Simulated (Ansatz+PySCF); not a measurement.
Values are calculated unless marked as measured or tabulated.
Input for Ansatz (development build ahead of 0.2.0):

```yaml
crystal:
  periodic: [false, false, false]
  atoms:
    - { symbol: H, position_ang: [0.0, 0.0, -2.36692] }
    - { symbol: Cl, position_ang: [0.0, 0.0, 0.13923] }
basis:
  gaussian: { orbitals: "6-31G" }
hamiltonian:
  xc: pbe0
scf:
  omitted_lower_state_checks: [stability, starts, atomic_configurations, cluster_reference, orbital_swaps, given_window_search, neighbouring_geometries, increment]
output:
  forces: true
```

The input is written out in the form of the current development build from the run's settings.

Results

```
Converged                       : yes
Total energy                    : -460.45869 hartree
Spin squared of the determinant : 0.000
```

Forces (eV/Å):
```csv
atom,Fx,Fy,Fz
H1,0.000,0.000,2.713
Cl2,0.000,0.000,-2.713
```

Caution: charge can spread falsely over distant fragments; an unrestricted determinant lies well below.
